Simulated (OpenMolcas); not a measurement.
**BH3 (borane), step by step**

Wanted: the energy (UHF/3-21G), then the energy (CASSCF(2,2)/3-21G), then a single-point energy (CASPT2(2,2)/3-21G), then the energy (SC-NEVPT2(2,2)/3-21G), then a single-point energy (MRCI(2,2)/3-21G) of BH3 (borane). 

The results are computed with OpenMolcas 26.06.

### 1 The system as given

The species is BH3 (4 atoms), meant as a singlet with charge 0. As SMILES, `B`. The B1–H3 distance was set to 2.387 Å, away from the relaxed value. At this shape a bond of the SMILES string is far longer than usual.

Bond lengths: B1–H2 1.193 Å, B1–H4 1.193 Å. Angles: H2–B1–H4 120.0°.

### 2 A single-point energy at UHF/3-21G (run 1)

step1.inp

```
* BH3 Hartree-Fock
>>> EXPORT MOLCAS_PRINT=2
&GATEWAY
BasLib = $CurrDir
Coord
4
angstrom
B        0.304003       1.141613      -0.053201
H        1.272303       1.538413       0.520699
H       -0.276200      -1.171800       0.043000
H       -0.374297       1.901613      -0.675001
Basis = 3-21G
Group = NoSym
&SEWARD
&SCF
UHF
Scramble = 0.25
PrOrbitals = 1 1
```

The basis set 3-21G is read from a file made from the Basis Set Exchange's data (not shown).

Launch:

```bash
$ export MOLCAS_MEM=1860
$ pymolcas step1.inp > step1.log
```

Standard output:

```text
--- Start Module: gateway ---
[...]
--- Stop Module: gateway /rc=_RC_ALL_IS_WELL_ ---
--- Start Module: seward ---
[...]
      Basis functions           15
--- Stop Module: seward /rc=_RC_ALL_IS_WELL_ ---
--- Start Module: scf ---
[...]
       Convergence after  25 Iterations
[...]
::    Total SCF energy                                -26.1093520544
[...]
      Total spin, S                                     0.5021322571
[...]
      Total electronic charge=    8.000000
      Total            charge=   -0.000000
[...]
      Dipole Moment (debye):
      Origin of the operator (angstrom)=    0.2832    1.0585   -0.0497
                   X=  1.3389E-01               Y=  5.3397E-01               Z= -2.2241E-02           Total=  5.5095E-01
      Quadrupole Moment (debye*angstrom):
[...]
--- Stop Module: scf /rc=_RC_ALL_IS_WELL_ ---
[...]
```

It took 2 s on 1 thread of Arm Neoverse V1, shared host; peak memory 0.37 GiB.

### 3 The energy at CASSCF(2,2)/3-21G (run 2)

step2.inp

```
&GATEWAY
  BASLIB = $CurrDir
  COORD
  4
  angstrom
  B        0.304003       1.141613      -0.053201
  H        1.272303       1.538413       0.520699
  H       -0.276200      -1.171800       0.043000
  H       -0.374297       1.901613      -0.675001
  BASIS = 3-21G
  GROUP = NoSym

&SEWARD

&RASSCF
  FILEORB = $CurrDir/step1.UnaOrb
  SPIN = 1
  NACTEL = 2 0 0
  INACTIVE = 3
  RAS2 = 2
  ORBLISTING = Nothing
```

The basis set 3-21G is read from a file made from the Basis Set Exchange's data (not shown).

Launch:

```bash
$ export MOLCAS_MEM=1860
$ pymolcas step2.inp > step2.log
```

Standard output:

```text
--- Start Module: gateway ---
[...]
--- Stop Module: gateway /rc=_RC_ALL_IS_WELL_ ---
--- Start Module: seward ---
[...]
      Basis functions           15
--- Stop Module: seward /rc=_RC_ALL_IS_WELL_ ---
--- Start Module: rasscf ---
[...]
      Number of active orbitals                  2
[...]
      Spin quantum number                      0.0
[...]
      Active orbitals                            2
[...]
      Number of CSFs                             3
[...]
      Number of root(s) required                 1
[...]
      Convergence after  8 iterations
[...]
      printout of CI-coefficients larger than  0.05 for root  1
      energy=     -26.132629
      conf/sym  11     Coeff  Weight
             1  20  -0.92929 0.86359
             3  02   0.36934 0.13641
      Natural orbitals and occupation numbers for root  1
      sym 1:   1.727172   0.272828
      ************************************************************************************************************************
      *                                                    Final results                                                     *
[...]
::    RASSCF root number  1 Total energy:    -26.13262859
[...]
      Total electronic charge=    8.000000
      Total            charge=   -0.000000
[...]
      Dipole Moment (debye):
      Origin of the operator (angstrom)=    0.2832    1.0585   -0.0497
                   X=  1.8889E-01               Y=  7.5314E-01               Z= -3.1393E-02           Total=  7.7710E-01
      Quadrupole Moment (debye*angstrom):
[...]
--- Stop Module: rasscf /rc=_RC_ALL_IS_WELL_ ---
[...]
```

Run time: 1.6 s. Hardware: 1 thread of Arm Neoverse V1, shared host; peak memory 0.37 GiB.

### 4 A single-point energy at CASPT2(2,2)/3-21G (run 3)

step3.inp

```
* BH3 CASPT2
&GATEWAY
BasLib
$CurrDir
Coord
4
angstrom
B        0.304003       1.141613      -0.053201
H        1.272303       1.538413       0.520699
H       -0.276200      -1.171800       0.043000
H       -0.374297       1.901613      -0.675001
Basis
3-21G
Group
NoSym
&SEWARD
&RASSCF
FileOrb
$CurrDir/step2.RasOrb
Spin
1
Nactel
2 0 0
Inactive
3
Ras2
2
OrbListing
Nothing
&CASPT2
Imaginary
0.1
Frozen
1
```

The basis set 3-21G is read from a file made from the Basis Set Exchange's data (not shown).

Launch:

```bash
$ export MOLCAS_MEM=1860
$ pymolcas step3.inp > step3.log
```

Standard output:

```text
--- Start Module: gateway ---
[...]
--- Stop Module: gateway /rc=_RC_ALL_IS_WELL_ ---
[...]
      Basis functions           15
[...]
--- Start Module: rasscf ---
[...]
      Number of active orbitals                  2
[...]
      Spin quantum number                      0.0
[...]
      Active orbitals                            2
[...]
      Number of CSFs                             3
[...]
      Number of root(s) required                 1
[...]
      Convergence after  4 iterations
[...]
      printout of CI-coefficients larger than  0.05 for root  1
      energy=     -26.132629
      conf/sym  11     Coeff  Weight
             1  20  -0.92929 0.86359
             3  02   0.36934 0.13641
      Natural orbitals and occupation numbers for root  1
      sym 1:   1.727171   0.272829
      ************************************************************************************************************************
      *                                                    Final results                                                     *
[...]
::    RASSCF root number  1 Total energy:    -26.13262859
[...]
      Total electronic charge=    8.000000
      Total            charge=   -0.000000
[...]
      Dipole Moment (debye):
      Origin of the operator (angstrom)=    0.2832    1.0585   -0.0497
                   X=  1.8890E-01               Y=  7.5314E-01               Z= -3.1398E-02           Total=  7.7710E-01
      Quadrupole Moment (debye*angstrom):
[...]
--- Stop Module: rasscf /rc=_RC_ALL_IS_WELL_ ---
--- Start Module: caspt2 ---
[...]
 ###    WARNING: User changed nr of frozen orbitals.                         ###
 ###############################################################################
[...]
      E2 (Variational):          -0.0408746603
      Total energy:             -26.1735032466
[...]
      Reference weight:           0.98224
[...]
::    CASPT2 Root  1     Total energy:    -26.17350325
[...]
--- Stop Module: caspt2 /rc=_RC_ALL_IS_WELL_ ---
[...]
```

Wall time 1.7 s (1 thread of Arm Neoverse V1, shared host); peak memory 0.37 GiB.

### 5 The energy at SC-NEVPT2(2,2)/3-21G (run 4)

step4.inp

```
&GATEWAY
  BASLIB=$CurrDir
  COORD
  4
  angstrom
  B        0.304003       1.141613      -0.053201
  H        1.272303       1.538413       0.520699
  H       -0.276200      -1.171800       0.043000
  H       -0.374297       1.901613      -0.675001
  BASIS=3-21G
  GROUP=NoSym

&SEWARD

&RASSCF
  FILEORB=$CurrDir/step2.RasOrb
  SPIN=1
  NACTEL=2 0 0
  INACTIVE=3
  RAS2=2
  ORBLISTING=Nothing

&CASPT2
  SC-NEVPT2
  FROZEN=1
```

The basis set 3-21G is read from a file made from the Basis Set Exchange's data (not shown).

Launch:

```bash
$ export MOLCAS_MEM=1860
$ pymolcas step4.inp > step4.log
```

Standard output:

```text
--- Start Module: gateway ---
[...]
--- Stop Module: gateway /rc=_RC_ALL_IS_WELL_ ---
[...]
      Basis functions           15
[...]
--- Start Module: rasscf ---
[...]
      Number of active orbitals                  2
[...]
      Spin quantum number                      0.0
[...]
      Active orbitals                            2
[...]
      Number of CSFs                             3
[...]
      Number of root(s) required                 1
[...]
      Convergence after  4 iterations
[...]
      printout of CI-coefficients larger than  0.05 for root  1
      energy=     -26.132629
      conf/sym  11     Coeff  Weight
             1  20  -0.92929 0.86359
             3  02   0.36934 0.13641
      Natural orbitals and occupation numbers for root  1
      sym 1:   1.727171   0.272829
      ************************************************************************************************************************
      *                                                    Final results                                                     *
[...]
::    RASSCF root number  1 Total energy:    -26.13262859
[...]
      Total electronic charge=    8.000000
      Total            charge=   -0.000000
[...]
      Dipole Moment (debye):
      Origin of the operator (angstrom)=    0.2832    1.0585   -0.0497
                   X=  1.8890E-01               Y=  7.5314E-01               Z= -3.1398E-02           Total=  7.7710E-01
      Quadrupole Moment (debye*angstrom):
[...]
--- Stop Module: rasscf /rc=_RC_ALL_IS_WELL_ ---
--- Start Module: caspt2 ---
[...]
 ###    WARNING: User changed nr of frozen orbitals.                         ###
 ###############################################################################
[...]
      E2 (Variational):          -0.0404396189
[...]
      E2 (Variational):          -0.0404253848
      Total energy:             -26.1730539711
[...]
      Reference weight:           0.98260
[...]
::    SC-NEVPT2 Root  1     Total energy:    -26.17305397
[...]
--- Stop Module: caspt2 /rc=_RC_ALL_IS_WELL_ ---
[...]
```

Run time: 1.6 s. Hardware: 1 thread of Arm Neoverse V1, shared host; peak memory 0.37 GiB.

### 6 A single-point energy at MRCI(2,2)/3-21G (run 5)

step5.inp

```
* BH3 MRCI
>>> EXPORT MOLCAS_PRINT=2

&GATEWAY
 BasLib
 $CurrDir
 Coord
 4
 angstrom
 B        0.304003       1.141613      -0.053201
 H        1.272303       1.538413       0.520699
 H       -0.276200      -1.171800       0.043000
 H       -0.374297       1.901613      -0.675001
 Basis
 3-21G
 Group
 NoSym

&SEWARD

&RASSCF
 FileOrb
 $CurrDir/step2.RasOrb
 Spin
 1
 Nactel
 2 0 0
 Inactive
 3
 Ras2
 2
 OrbListing
 Nothing

&MOTRA
 LumOrb
 Frozen
 1

&GUGA
 Electrons
 6
 Spin
 1
 Inactive
 2
 Active
 2
 CIAll
 1

&MRCI
 SDCI
```

The basis set 3-21G is read from a file made from the Basis Set Exchange's data (not shown).

Launch:

```bash
$ export MOLCAS_MEM=1860
$ pymolcas step5.inp > step5.log
```

Standard output:

```text
--- Start Module: gateway ---
[...]
--- Stop Module: gateway /rc=_RC_ALL_IS_WELL_ ---
[...]
      Basis functions           15
[...]
      Number of active orbitals                  2
[...]
      Spin quantum number                      0.0
[...]
      Active orbitals                            2
[...]
      Number of CSFs                             3
[...]
      Number of root(s) required                 1
[...]
      Convergence after  4 iterations
[...]
      printout of CI-coefficients larger than  0.05 for root  1
      energy=     -26.132629
      conf/sym  11     Coeff  Weight
             1  20  -0.92929 0.86359
             3  02   0.36934 0.13641
      Natural orbitals and occupation numbers for root  1
      sym 1:   1.727171   0.272829
      ************************************************************************************************************************
      *                                                    Final results                                                     *
[...]
::    RASSCF root number  1 Total energy:    -26.13262859
[...]
      Dipole Moment (debye):
      Origin of the operator (angstrom)=    0.2832    1.0585   -0.0497
                   X=  1.8890E-01               Y=  7.5314E-01               Z= -3.1398E-02           Total=  7.7710E-01
      Quadrupole Moment (debye*angstrom):
[...]
      *** WARNING: Default frozen orbitals is overwritten by user input.
      *** Default values:   1
[...]
--- Start Module: guga ---
[...]
--- Stop Module: guga /rc=_RC_ALL_IS_WELL_ ---
--- Start Module: mrci ---
[...]
       (But an ACPF correction will be computed)
       USE THE DEFAULT ACPF G-VALUE GFAC=  0.33333333333333331
[...]
                      CI ENERGY:   -26.18619002
[...]
                ACPF CORRECTION:    -0.00117090
[...]
      Total electronic charge=    8.000000
      Total            charge=    0.000000
[...]
     ACPF CORRECTION:     -0.00117090
[...]
  CI State   1     Total energy:    -26.18619002     QDav:     -0.00177576     QACPF:     -0.00117090
[...]
--- Stop Module: mrci /rc=_RC_ALL_IS_WELL_ ---
[...]
```

Wall time 1.7 s (1 thread of Arm Neoverse V1, shared host); peak memory 0.37 GiB.

### 7 Results

| quantity | value |
| --- | --- |
| run 1, UHF/3-21G: total energy | -26.10935 Eh |
| run 1, UHF/3-21G: dipole moment | 0.55 D |
| run 1, UHF/3-21G: HOMO energy | -9.84 eV |
| run 1, UHF/3-21G: LUMO energy | 1.54 eV |
| run 1, UHF/3-21G: HOMO–LUMO gap | 11.39 eV |
| run 1, UHF/3-21G: ⟨S²⟩ | 0.754 |
| run 2, CASSCF(2,2)/3-21G: total energy | -26.13263 Eh |
| run 2, CASSCF(2,2)/3-21G: dipole moment (CASSCF density) | 0.78 D |
| run 3, CASPT2(2,2)/3-21G: total energy | -26.17350 Eh |
| run 3, CASPT2(2,2)/3-21G: dipole moment (CASSCF density) | 0.78 D |
| run 4, SC-NEVPT2(2,2)/3-21G: total energy | -26.17305 Eh |
| run 4, SC-NEVPT2(2,2)/3-21G: dipole moment (CASSCF density) | 0.78 D |
| run 5, MRCI(2,2)/3-21G: total energy | -26.18619 Eh |
| run 5, MRCI(2,2)/3-21G: dipole moment (CASSCF density) | 0.78 D |

In words: ⟨S²⟩ (run 1, UHF/3-21G) is 0.75 where a pure singlet has 0.00: the reference is spin-contaminated. Mulliken charges (run 1, UHF/3-21G) run from -0.04 on H2 to +0.10 on B1. Mulliken charges (run 2, CASSCF(2,2)/3-21G) run from -0.04 on H3 to +0.11 on B1. Mulliken charges (run 4, SC-NEVPT2(2,2)/3-21G) of the CASSCF density run from -0.04 on H3 to +0.11 on B1; they depend strongly on the basis. Mulliken charges (run 5, MRCI(2,2)/3-21G) of the CASSCF density run from -0.04 on H3 to +0.11 on B1.
